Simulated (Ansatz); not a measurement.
H2P (SMILES [PH2]) moved off its minimum; all values from Ansatz (a program for electronic structure), cores frozen in correlated methods. Open shells are unrestricted.
(charge 0, multiplicity 2)
```xyz
3

P      0.0256     0.1198     0.0032
H     -1.0165    -0.8473    -0.0713
H      1.0470    -0.8180    -0.0591
```

Forces at PBE/def2-TZVPP (eV/Å):

| atom | Fx | Fy | Fz |
|---|---|---|---|
| P1 | -0.583 | 1.075 | 0.074 |
| H2 | -0.031 | -0.267 | -0.019 |
| H3 | 0.614 | -0.807 | -0.055 |

Task: Give the forces (eV/Å), the total energy and the dipole at CCSD(T)/aug-cc-pV(T+d)Z.

Result: 
```csv
atom,Fx,Fy,Fz
P1,-0.579,0.627,0.042
H2,0.157,-0.045,-0.002
H3,0.422,-0.582,-0.040
```
Energy -342.0613 hartree, dipole 0.60 D.
